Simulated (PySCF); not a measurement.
Reaction (SMILES): C#N (CH-N) + H+ → [NH+]#C
B3LYP-D3(BJ)/def2-TZVP geometries, fixed; electronic energies without zero-point terms; positive where energy is released.

Basis-set convergence of the proton affinity at HF with PySCF. All functions are spherical. Density fitting with generated auxiliary sets. The proton sits at the site shown, which need not be the one that binds it best. No added dispersion term, no relativity. Functions are those of the species that has most. Reference: the value in aug-cc-pVQZ, 180.22 kcal/mol, itself unsure by roughly 0.08 kcal/mol (its mean distance from def2-QZVPPD, pcseg-3, def2-QZVPP). Deviations are taken from unrounded values.

```
basis            functions  proton affinity (kcal/mol)  minus reference (kcal/mol)
---------------  ---------  --------------------------  --------------------------
6-31G**                 38                      180.93                        0.71
6-311+G**               56                      178.84                       -1.38
aug-cc-pVDZ             64                      177.97                       -2.25
aug-pcseg-1             64                      177.75                       -2.47
def2-TZVP               74                      179.68                       -0.54
jun-cc-pV(T+d)Z        106                      180.01                       -0.21
cc-pVQZ                170                      180.27                        0.05
pcseg-3                186                      180.37                        0.16
aug-cc-pVQZ            252                      180.22                        0.00
```
